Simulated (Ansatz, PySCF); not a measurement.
Potential energy curve for Cl2, singlet.

Computed with: RKS-PBE = restricted PBE/cc-pVTZ run with Ansatz (a program for electronic structure); UKS-PBE = unrestricted PBE/cc-pVTZ (Ansatz); UKS-PBE0 = unrestricted PBE0/cc-pVTZ (PySCF); UCCSD(T) = CCSD(T) on UHF/cc-pVTZ, 10 core orbitals frozen run with PySCF.

Energies relative to the lowest point of each curve near equilibrium, in kJ/mol; the last columns give the difference from UCCSD(T):

| R / Å | RKS-PBE | UKS-PBE | UKS-PBE0 | UCCSD(T) | RKS-PBE − UCCSD(T) | UKS-PBE − UCCSD(T) | UKS-PBE0 − UCCSD(T) |
|---|---|---|---|---|---|---|---|
| 1.60 | 328.5 | 328.5 | 312.3 | 340.0 | -11.5 | -11.5 | -27.7 |
| 1.68 | 184.1 | 184.1 | 170.0 | 190.3 | -6.3 | -6.3 | -20.3 |
| 1.80 | 61.5 | 61.5 | 51.9 | 63.2 | -1.8 | -1.8 | -11.4 |
| 1.87 | 25.0 | 25.0 | 18.5 | 25.5 | -0.5 | -0.5 | -7.0 |
| 1.91 | 12.3 | 12.3 | 7.7 | 12.4 | -0.2 | -0.2 | -4.7 |
| 1.98 | 1.0 | 1.0 | 0.0 | 1.0 | 0.1 | 0.1 | -1.0 |
| 2.04 | 0.0 | 0.0 | 2.1 | 0.0 | 0.0 | 0.0 | 2.1 |
| 2.08 | 2.7 | 2.7 | 6.9 | 2.8 | -0.1 | -0.1 | 4.1 |
| 2.18 | 17.8 | 17.8 | 27.5 | 18.5 | -0.7 | -0.7 | 8.9 |
| 2.31 | 48.9 | 48.9 | 65.5 | 54.0 | -5.2 | -5.2 | 11.4 |
| 2.44 | 85.5 | 85.5 | 109.0 | 96.0 | -10.5 | -10.5 | 12.9 |
| 2.65 | 145.7 | 141.8 | 173.7 | 158.4 | -12.7 | -16.6 | 15.3 |
| 2.96 | 221.5 | 200.0 | 218.3 | 202.4 | 19.1 | -2.5 | 15.8 |
| 3.30 | 280.7 | 240.1 | 233.9 | 213.8 | 66.9 | 26.3 | 20.1 |
| 3.54 | 309.4 | 253.6 | 237.8 | 215.2 | 94.2 | 38.4 | 22.6 |
| 3.94 | 340.2 | 262.4 | 240.1 | 215.8 | 124.4 | 46.6 | 24.4 |
| 4.40 | 358.9 | 265.5 | 241.3 | 216.4 | 142.5 | 49.0 | 24.9 |
| 4.81 | 367.4 | 266.5 | 241.8 | 216.8 | 150.6 | 49.7 | 25.0 |
| 5.30 | 372.4 | 267.0 | 242.2 | 217.1 | 155.3 | 49.9 | 25.1 |
| 5.99 | 375.1 | 267.3 | 242.4 | 217.3 | 157.8 | 50.0 | 25.1 |
| 6.97 | 375.9 | 267.4 | 242.4 | 217.4 | 158.5 | 49.9 | 25.0 |
| 7.88 | 376.0 | 267.4 | 242.5 | 217.5 | 158.5 | 49.9 | 25.0 |

RKS-PBE is furthest from UCCSD(T) at 7.88 (158.5 kJ/mol, above); its mean absolute difference over the points is 58.1 kJ/mol.

UKS-PBE is furthest from UCCSD(T) at 5.99 (50.0 kJ/mol, above); its mean absolute difference over the points is 21.2 kJ/mol.

UKS-PBE0 is furthest from UCCSD(T) at 1.60 (-27.7 kJ/mol, below); its mean absolute difference over the points is 16.4 kJ/mol.

The restricted form behind RKS-PBE keeps the bonding electrons paired and can't separate into open-shell fragments. The unrestricted determinant behind UKS-PBE, UKS-PBE0 is spin-contaminated at 2.65 to 7.88 Å (<S²> up to 1.0, against 0.00 for a pure singlet). The unrestricted solution behind UKS-PBE0 changes between 2.65 and 2.96 Å, which can leave a kink. The unrestricted determinant behind UCCSD(T) is spin-contaminated at 2.18 to 7.88 Å (<S²> up to 1.0, against 0.00 for a pure singlet).
